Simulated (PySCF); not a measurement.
Gas-phase XPS of propanoyl fluoride, computed

Propanoyl fluoride, C3H5FO.
SMILES with atom numbers: `[CH3:1][CH2:2][C:3](=[O:4])[F:5]`

Cartesian coordinates in Å at the PBE0-D3(BJ)/def2-SVP level; atoms count from 1:
```xyz
10
C3H5FO angstrom
C     -1.0520   -0.2708    0.4130
C      0.1227   -0.2337   -0.5573
C      1.2507    0.6365   -0.0957
O      1.7921    1.5158   -0.6726
F      1.6415    0.2987    1.1471
H     -1.8375   -0.9404    0.0358
H     -1.4946    0.7283    0.5414
H     -0.7368   -0.6335    1.4012
H     -0.1749    0.1246   -1.5519
H      0.5379   -1.2488   -0.6816
```

Computed, not measured: delta-SCF UKS SCAN, pcX-2 on the ionised atom, pcseg-1 elsewhere, spin-free X2C in PySCF 2.14.0. Binding energies are ΔSCF values: E(core-ionised, relaxed orbitals) − E(ground state) at a fixed geometry, referred to the vacuum level.

Question: Give the core binding energies atom by atom.

Answer: 
```json
{"atom(s)": "F5", "bonded to": "C", "level": "F 1s", "binding energy (eV)": "693.43", "above the level's lowest (eV)": "0.00", "count": "1"}
{"atom(s)": "O4", "bonded to": "C (double bond)", "level": "O 1s", "binding energy (eV)": "538.87", "above the level's lowest (eV)": "0.00", "count": "1"}
{"atom(s)": "C3", "bonded to": "F, O (double bond) and C", "level": "C 1s", "binding energy (eV)": "295.99", "above the level's lowest (eV)": "+4.54", "count": "1"}
{"atom(s)": "C2", "bonded to": "2 C and 2 H", "level": "C 1s", "binding energy (eV)": "291.95", "above the level's lowest (eV)": "+0.50", "count": "1"}
{"atom(s)": "C1", "bonded to": "C and 3 H", "level": "C 1s", "binding energy (eV)": "291.45", "above the level's lowest (eV)": "0.00", "count": "1"}
```

The listed C 1s values span 4.54 eV, from C1 (bonded to C and 3 H) to C3 (bonded to F, O (double bond) and C). The widest gap between neighbouring values is 4.04 eV, between 291.95 and 295.99 eV. Summing the Pauling electronegativity differences to the bonded atoms, each weighted by its formal bond order, gives -1.05 for the lowest site and +3.21 for the highest; no listed site has a larger sum than the highest.

Question: Give the binding energy of C 1s of C3 in hartree and in kJ/mol.

Answer: 295.99 eV = 10.8774 Eh = 28559 kJ/mol.

Isolated species at its PBE0-D3(BJ)/def2-SVP geometry (one conformer only).
